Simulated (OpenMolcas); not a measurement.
## BHF2 (SMILES FBF): methods side by side

BHF2 has 4 atoms, charge 0, and is taken as a singlet. As SMILES, `FBF`. The coordinates come from a PBE0-D4/def2-TZVP relaxation.

```xyz
4

F     1.1543    0.4569   -0.3619
B    -0.0019   -0.0310    0.0252
F    -1.0954    0.5287   -0.4389
H    -0.0570   -0.9546    0.7756
```

Each level gives the energy change with the F1–B2 bond stretched from 1.313 to 2.627 Å (eV). The values are calculated.

| level | kind | program | value (eV) | less FCI/STO-3G | CPU time (all runs) |
| --- | --- | --- | --- | --- | --- |
| HF/STO-3G (restricted) | Hartree–Fock | OpenMolcas | 10.21 | +4.16 | 3.2 s |
| SVWN5/STO-3G (restricted) | LDA | OpenMolcas | 8.08 | +2.03 | 8.8 s |
| r2SCAN/STO-3G (restricted) | meta-GGA | OpenMolcas | 7.83 | +1.78 | 10 s |
| M06-2X/STO-3G (restricted) | hybrid meta-GGA | OpenMolcas | 8.86 | +2.81 | 9.3 s |
| B2PLYP/STO-3G (restricted) | double hybrid | OpenMolcas | 7.88 | +1.83 | 7.9 s |
| MP2/STO-3G (restricted) | perturbation theory | OpenMolcas | 7.83 | +1.78 | 3.3 s |
| CASSCF(2,2)/STO-3G | multireference | OpenMolcas | 5.53 | -0.52 | 5 s |
| CISD/STO-3G (restricted) | coupled cluster or CI | OpenMolcas | 6.64 | +0.59 | 3.5 s |
| FCI/STO-3G | exact in the basis | OpenMolcas | 6.05 | 0.00 | 3.7 min |

FCI/STO-3G is exact within its basis and frozen core, so for wave-function methods in that basis the difference is their error; functionals converge differently with the basis, so for them it is only a difference. Spin-restricted single references rise too steeply as a bond breaks, Hartree–Fock most of all. Perturbation and coupled-cluster corrections on them can overshoot downwards. The first shape isn't each level's own minimum. The values span 5.53 to 10.21 eV. All rows use very small basis sets, so even the best lies far from the true value. Times are those of the runs behind each value, whatever else they computed, on shared processors of several kinds: orders of magnitude only.
